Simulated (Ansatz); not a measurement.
**Lattice parameter a of some elemental solids other than molecular ones**

Method: HSE06 (Ansatz, an electronic-structure program, plane waves, PAW). References are measured values corrected to a static lattice or taken at low temperature (these still hold zero-point motion). The table is a random draw of 14 from 29 solids with such references.

Values in Å.

| solid | reference | HSE06 | error (%) |
|---|---|---|---|
| fcc Au | 4.062 | ? | ? |
| fcc Al | 4.018 | 4.019 | +0.02 |
| bcc Ta | 3.299 | 3.306 | +0.21 |
| fcc Pd | 3.876 | 3.909 | +0.85 |
| fcc Ca | 5.553 | 5.591 | +0.68 |
| fcc Ag | 4.062 | 4.140 | +1.92 |
| fcc Cu | 3.595 | 3.633 | +1.06 |
| diamond-structure Ge | 5.644 | 5.685 | +0.73 |
| fcc Pb | 4.902 | 4.998 | +1.96 |
| bcc K | 5.212 | 5.331 | +2.28 |
| bcc Cs | 6.039 | 6.247 | +3.44 |
| fcc Ni | 3.508 | 3.511 | +0.09 |
| antiferromagnetic bcc Cr | 2.877 | 3.056 | +6.22 |
| diamond | 3.553 (3.543–3.555) | 3.546 | -0.20 |

### Question
Estimate the withheld HSE06 value.

### Answer
The errors of the other rows run from -0.20 % to +6.22 %, with a median of +0.85 %; carried to the reference 4.062 it gives 4.097 Å. The run gives 4.126 Å (+1.58 %); the row was picked among those where that median comes within half of the row's own error. Over these 14 solids the mean error is +1.49 %, the mean absolute error 1.52 % (median 0.95 %), and the worst case antiferromagnetic bcc Cr at +6.22 %; the value is too high in 13 of 14 cases. Over all 29 the mean error is +1.02 % and the mean absolute error 1.21 % (median 0.72 %).

All these references are brought to a static lattice.

Spin–orbit coupling is left out, also for the solids with elements from indium on (fcc Au, bcc Ta, fcc Pb, bcc Cs); its size isn't shown.

Brackets give the range of our sources, which can hold other temperatures.

Differences are worked out from the printed values.

Caveats: the cell is over a tenth larger than the published one (another phase or state, or a fault of the published cell, is possible) (antiferromagnetic bcc Cr); the commensurate order stands in for chromium's spin-density wave, and the size of the moments varies much between levels (antiferromagnetic bcc Cr). Ansatz's density-functional and Hartree–Fock values are scalar-relativistic unless marked +SOC, with PAW data made under PBE.

Ansatz's runs of these crystals have no spin polarisation, but for fcc Ni, antiferromagnetic bcc Cr. A magnetic state wasn't tried for fcc Pd with meta-GGA or hybrid levels, which favour moments.

Density-functional runs with spin start from parallel moments for fcc Ni, opposed moments for antiferromagnetic bcc Cr.

Not in this set, of the elemental solids other than molecular ones with a reference value in our tables and a result at some level: 19 for a reference at room or unstated temperature (hcp Be, hcp Cd, hcp Co, hcp Hf, body-centred tetragonal In and 14 more); 4 for a high-temperature or high-pressure phase (β-phase Mn, bcc Ti, bcc Tl, bcc Zr). These can be a level's worst cases. At least 1 more with a reference value is held back for tests. Layered and molecular crystals are counted apart. The metals Ce to Yb are counted apart.

References as tabulated in Mejia-Rodriguez and Trickey (2018), arXiv:1807.09216; Csonka et al. (2009), arXiv:0903.4037; Levämäki et al. (2014), arXiv:1402.3671.
